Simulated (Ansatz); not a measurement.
**H₄NOPS: one species, many methods**

How much do the methods differ for H₄NOPS? The plan is to run it at one geometry with functionals of several rungs and with coupled cluster. The yardstick is the atomisation energy at the CCSD(T) limit.

Program: Ansatz 0.2.0, Gaussian basis. Level of theory: functionals in def2-TZVPP, the program's frozen cores in correlated methods. These are calculated values, not measurements.

The runs, in order: LDA (SPW92), PBE-D4, revPBE-D4, BLYP-D4, r2SCAN-D4, B97M-V, PBE0-D4, B3LYP-D4, r2SCANh-D4, r2SCAN0-D4, HSE06-D4, BHLYP-D4, CAM-B3LYP-D4, LC-ωPBE, ωB97X-V, ωB97M-V, B2PLYP, PBE-QIDH; CCSD(T)/def2-SVP; CCSD(T)/def2-TZVPP; MP2/def2-QZVPP; extrapolation to the limit; RPA on PBE.

## 1. The geometry

An earlier PBE0-D4 in a triple-zeta def2 set relaxation fixed the geometry.

8 atoms, charge 0, spin multiplicity 1.

Atoms are counted from 1 here; the program's logs count them from 0.

Bond lengths: N1–P2 1.673 Å, N1–H5 1.011 Å, N1–H6 1.007 Å, P2–O3 1.654 Å, P2–S4 2.126 Å, O3–H7 0.962 Å, S4–H8 1.343 Å. Angles: P2–N1–H5 120.0°, P2–N1–H6 116.3°, H5–N1–H6 113.3°, N1–P2–O3 105.4°, N1–P2–S4 93.4°, O3–P2–S4 98.9°, P2–O3–H7 109.3°, P2–S4–H8 94.4°.

## 2. LDA

This LDA is Slater exchange with PW92 correlation.

Input file in.yaml:

```yaml
crystal:
  periodic: [false, false, false]
  atoms:
    - {symbol: N, position_ang: [-0.216978, 1.370202, 0.334829]}
    - {symbol: P, position_ang: [-0.149713, -0.277285, 0.616463]}
    - {symbol: O, position_ang: [1.261308, -0.784247, -0.082947]}
    - {symbol: S, position_ang: [-1.487353, -0.731191, -0.972010]}
    - {symbol: H, position_ang: [-0.024443, 1.733903, -0.588332]}
    - {symbol: H, position_ang: [0.121396, 1.963702, 1.075121]}
    - {symbol: H, position_ang: [1.767984, -1.294177, 0.556337]}
    - {symbol: H, position_ang: [-1.180101, -2.038005, -0.995161]}
basis:
  gaussian: {orbitals: def2-TZVPP}
hamiltonian: {xc: lda}
output: {orbitals: {seedname: orbitals}}
```

On the command line:

```console
$ ansatz run in.yaml --threads 2 --pin off --events-out ev --progress --plain --max-ram 4352MiB
```

Further steps of the session: PBE-D4 (GGA); revPBE-D4 (GGA); BLYP-D4 (GGA); r2SCAN-D4 (meta-GGA); B97M-V (meta-GGA); B3LYP-D4 (hybrid); r2SCANh-D4 (hybrid); r2SCAN0-D4 (hybrid); HSE06-D4 (hybrid); BHLYP-D4 (hybrid); CAM-B3LYP-D4 (range-separated); LC-ωPBE (range-separated); ωB97X-V (range-separated); ωB97M-V (range-separated); B2PLYP (double hybrid); PBE-QIDH (double hybrid); CCSD(T) in def2-SVP; CCSD(T) in def2-TZVPP; MP2 in def2-QZVPP; RPA on PBE orbitals.

Before running them: what should the planned runs give, taken together? Wanted: atomisation energy, CCSD(T)/CBS; farthest beyond LDA; mean size of error, GGA; mean size of error, meta-GGA; mean size of error, hybrid; mean size of error, range-separated; mean size of error, double hybrid; gap, smallest and largest; T1 diagnostic.

As calculated:

```
                               quantity                                                            value
        atomisation energy, CCSD(T)/CBS                                                   620.9 kcal/mol
functionals within 3.1 kcal/mol (0.5 %)  revPBE-D4, r2SCAN-D4, PBE0-D4, B3LYP-D4, HSE06-D4, CAM-B3LYP-D4
                    farthest beyond LDA                                        BHLYP-D4 (-28.1 kcal/mol)
                mean size of error, GGA                                                     8.5 kcal/mol
           mean size of error, meta-GGA                                                     2.8 kcal/mol
             mean size of error, hybrid                                                    10.4 kcal/mol
    mean size of error, range-separated                                                     6.6 kcal/mol
      mean size of error, double hybrid                                                    12.4 kcal/mol
              gap, smallest and largest                        4.51 eV (LDA (SPW92)), 11.51 eV (LC-ωPBE)
                          T1 diagnostic                                                           0.0131
triples share of the correlation energy                                                            4.1 %
```

In words: LDA overbinds by 114.8 kcal/mol (18 %). PBE-D4 misses by +17.9 kcal/mol. Double hybrids carry the basis error of their MP2 part in triple zeta, and no dispersion term here, so their miss is partly the set-up's. Taken by rung, meta-GGA functionals do best (2.8 kcal/mol on average) and double hybrid ones worst beyond LDA (12.4 kcal/mol). The reference freezes the cores and leaves out relativity and excitations past (T), so misses under about 3.1 kcal/mol can't be ranked. Hartree-Fock recovers 62 % of the binding; the rest is correlation. CCSD(T) in def2-SVP is off by -76.8 kcal/mol, which most functionals beat. The gap grows from 4.5 to 11.5 eV across the functionals, mostly with the share of exact exchange.
